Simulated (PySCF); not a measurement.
Phosphorus: a sound run and one with changed settings

Sound run: P [Ne] 3s2 3p3, P⁺ [Ne] 3s2 3p2. Computed with PySCF 2.14 in cc-pV(T+d)Z (5s4p3d1f, 39 functions), with no relativity, point nucleus. In the sound run the correlated levels freeze [Ne]. The sound run starts from symmetry-adapted Hartree-Fock orbitals and uses a fine grid where one is needed.

Changed run: scalar relativity by spin-free X2C-1e. This setting is unsound on purpose.

```
species   method  sound run (hartree)  changed run (hartree)  converged
      P      UHF           -340.71631             -341.44519        yes
      P      PBE           -341.10768             -341.83555        yes
      P     PBE0           -341.14051             -341.86870        yes
      P      MP2           -340.79974             -341.52863        yes
      P  CCSD(T)           -340.82157             -341.55042        yes
     P⁺      UHF           -340.35204             -341.08132        yes
     P⁺      PBE           -340.72238             -341.45068        yes
     P⁺     PBE0           -340.75351             -341.48213        yes
     P⁺      MP2           -340.41454             -341.14383        yes
     P⁺  CCSD(T)           -340.43727             -341.16647        yes
```

Ionisation energy of P:

```json
{"method": "UHF", "sound run (eV)": "9.912", "changed run (eV)": "9.901"}
{"method": "PBE", "sound run (eV)": "10.485", "changed run (eV)": "10.473"}
{"method": "PBE0", "sound run (eV)": "10.531", "changed run (eV)": "10.519"}
{"method": "MP2", "sound run (eV)": "10.482", "changed run (eV)": "10.471"}
{"method": "SCS-MP2", "sound run (eV)": "10.307", "changed run (eV)": "10.297"}
{"method": "CCSD", "sound run (eV)": "10.416", "changed run (eV)": "10.406"}
{"method": "CCSD(T)", "sound run (eV)": "10.458", "changed run (eV)": "10.448"}
```

Most of the change in total energy is the relativistic energy itself. On top of that the contraction fixes the core shape for the Hamiltonian it was made with, so the changed run is not a good calculation with the other Hamiltonian either.

For comparison, NIST gives 10.487 eV between the lowest levels.
